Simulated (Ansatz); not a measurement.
Basis-set extrapolation for `C/N=N\C` (PBE0-D4/def2-TZVP geometry, frozen core, Ansatz 0.2.0). Multiplicity 1, RHF reference.

|  | def2-TZVPP | def2-QZVPP |
| --- | --- | --- |
| HF | -188.124712 | -188.133823 |
| MP2 correlation | -0.754914 | -0.804989 |
| CCSD(T) correlation | -0.821360 | -0.865828 |

Energies in hartree. Use E(X) = E(∞) + A·exp(−7.88·√X) for Hartree–Fock and E(X) = E(∞) + B·X^(−2.97) for correlation, with X = 3 and 4.

Q: What is the CCSD(T) energy at the basis-set limit?

A: HF limit: -188.133823 + (-0.009111) × 0.13774 = -188.13508. Correlation limit: -0.865828 + (-0.044468) × 0.74074 = -0.89877. Total: -189.03385 hartree, 2.39 eV below CCSD(T)/def2-TZVPP.
